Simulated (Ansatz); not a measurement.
# Cost against result

Saddle point of C2H4N, doublet (C₂H₂ (C#C) + NH₂ → C₂H₄N ([CH][CH][NH2]); bonds formed: C1–N3), PBE0-D4/def2-TZVP structure:

```
7
angstrom
C -0.0399 -0.8551 0.4250
C 1.0322 -0.4140 0.7883
N -0.9791 0.5938 -0.8493
H -0.8695 -1.5146 0.3095
H 1.9415 0.0841 1.0326
H -0.8918 1.3901 -0.2122
H -0.1934 0.7157 -1.4939
```

Barriers are electronic and count from the start structure reached by relaxing down the imaginary mode. Spin–orbit coupling is left out.

Ansatz 0.2.0; basis: as named in each row; cores frozen in the correlated methods; orbitals are unrestricted. B3LYP uses VWN-RPA correlation. Extrapolation: Hartree–Fock as exp(−7.88 √X), correlation as X^−2.97.

Times are rough, for one single point on 2 threads of a shared host (Arm Neoverse V1).

The estimate by CCSD(T) at an estimated basis limit (MP2 extrapolated from triple and quadruple zeta, plus CCSD(T) − MP2 in triple zeta) is 32.2 kJ/mol.

| method | basis | time (s) | barrier (kJ/mol) | method less estimate |
| --- | --- | --- | --- | --- |
| SPW92 | def2-TZVPP | under 1 | -24.0 | -56.2 |
| BLYP-D4 | def2-TZVPP | 2 | 6.1 | -26.0 |
| PBE-D4 | def2-TZVPP | 2 | 0.9 | -31.2 |
| PBE0-D4 | def2-TZVPP | 2 | 18.5 | -13.6 |
| B3LYP-D4 | def2-TZVPP | 3 | 19.8 | -12.3 |
| BHLYP-D4 | def2-TZVPP | 3 | 36.6 | 4.5 |
| CAM-B3LYP-D4 | def2-TZVPP | 3 | 27.0 | -5.1 |
| RPA on PBE | def2-TZVPP | 3 | 37.1 | 5.0 |
| B2PLYP | def2-TZVPP | 4 | 31.0 | -1.1 |
| r2SCAN-D4 | def2-TZVPP | 4 | 11.4 | -20.8 |
| r2SCAN0-D4 | def2-TZVPP | 4 | 22.8 | -9.3 |
| PBE-QIDH | def2-TZVPP | 5 | 34.1 | 2.0 |
| wB97X-V | def2-TZVPP | 7 | 28.0 | -4.2 |
| wB97M-V | def2-TZVPP | 8 | 27.8 | -4.4 |
| B97M-V | def2-TZVPP | 8 | 19.3 | -12.8 |
| MP2 | def2-QZVPP | 16 | 64.9 | 32.7 |
| CCSD(T) | def2-TZVPP | 55 | 33.6 | 1.5 |

All methods are single points on the PBE0-D4 structures; a negative value means that the method puts the saddle structure below the start.

No T1 diagnostic of these runs exceeds 0.035. ⟨S²⟩ of the unrestricted Hartree–Fock references: 0.76 to 0.96 (a pure state has 0.75). The unrestricted reference is spin-contaminated, which hurts MP2 most.

Labels in which every atom is bracketed show which atoms are joined, not bond orders.
